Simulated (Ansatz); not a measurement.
Reaction: C2H5F (fluoroethane, SMILES CCF) → C2H5 (SMILES C[CH2], doublet) + F (doublet) (the C-F bond breaks)
Each species at its own B3LYP-D3(BJ)/def2-TZVP minimum (Ansatz, a first-principles code).

Quantity: bond dissociation energy (electronic), in kcal/mol. UHF or UKS for unpaired electrons; spin-orbit terms are left out. CBS(X,Y): correlation extrapolated as X^-3, Hartree-Fock from the larger set (Q,5: extrapolated as (X+1)exp(-9√X)). A bracket is a step between two methods taken in the basis named. The functionals are non-relativistic, so their misses hold any scalar relativity. Double hybrids freeze cores in their MP2 part. '+ core + X2C': CCSD(T) terms for core correlation (cc-pwCVTZ) and scalar relativity (cc-pVTZ-DK).

CCSD(T)/CBS(cc-pVQZ,cc-pV5Z) + [CCSDT(Q) - CCSD(T)]/cc-pVDZ + core + X2C (Ansatz) gives 117.6 kcal/mol.

What does PBE/def2-TZVPD (Ansatz) give here, and how do the other levels compare?

PBE gives 119.8 kcal/mol, 2.2 kcal/mol above it. Differences of the others: r2SCAN/def2-TZVPD (Ansatz) -5.3; PBE0/def2-TZVPD (Ansatz) -4.1; wB97M-V/def2-TZVPD (Ansatz) -0.4; B2PLYP/def2-TZVPD (Ansatz) -2.9; CCSD(T)/CBS(cc-pVQZ,cc-pV5Z) + core + X2C (Ansatz) -0.2 kcal/mol. Nearer than PBE: wB97M-V/def2-TZVPD, CCSD(T)/CBS(cc-pVQZ,cc-pV5Z) + core + X2C.
